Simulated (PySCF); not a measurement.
Compound: PF3.
SMILES with atom numbers: `[F:1][P:2]([F:3])[F:4]`

Method: PBE0-D3(BJ)/def2-SVP geometry optimisation, gas phase (PySCF 2.14.0); density fitting, grid level 1; the optimiser is geomeTRIC in internal coordinates, started from a GFN2-xTB structure with every atom displaced at random (about 0.01 Å).

Step 0: E = -17420.8972 eV
```
atom  x, y, z in Å  |  force x, y, z in eV/Å
F1     -0.8091   -1.0390   -0.3872   -0.457  -0.328   0.346
P2      0.0066   -0.1151    0.6251    0.045   0.157  -1.156
F3      1.3147   -0.1441   -0.2767    0.859  -0.208   0.357
F4     -0.4742    1.2702    0.0038   -0.447   0.379   0.453
```

Step 1: E = -17420.9721 eV
```
atom  x, y, z in Å  |  force x, y, z in eV/Å
F1     -0.8598   -1.0543   -0.3698    0.075  -0.004  -0.201
P2      0.0197   -0.1135    0.5659    0.160   0.283   0.251
F3      1.3965   -0.1569   -0.2547   -0.363   0.006  -0.022
F4     -0.5185    1.2967    0.0236    0.129  -0.285  -0.029
```

**Question.** Estimate the geometry and energy of step 2. (The exact step hangs on the optimiser's Hessian estimate; all steps are aligned on step 1, rigid shifts and turns removed.)

**Answer.** E = -17420.9781 eV, largest force 0.376 eV/Å
```
atom  x, y, z in Å  |  force x, y, z in eV/Å
F1     -0.8394   -1.0428   -0.3776   -0.089  -0.143   0.042
P2      0.0181   -0.1115    0.5902    0.066   0.167  -0.330
F3      1.3678   -0.1575   -0.2634    0.044  -0.025   0.144
F4     -0.5086    1.2839    0.0157   -0.022   0.001   0.145
```

The energy changes by -0.0060 eV. The first-order estimate −F·Δx gives -0.0252 eV and the mean of the old and new forces, exact on a quadratic surface, -0.0049 eV. The step makes an angle of 40° with the force vector and moves no atom by more than 0.030 Å.

What follows is the cost of the whole optimisation. Hardware: AMD EPYC 9B45, one thread, on a shared host. Cost: 2.6 s, 0.28 GiB resident at most.
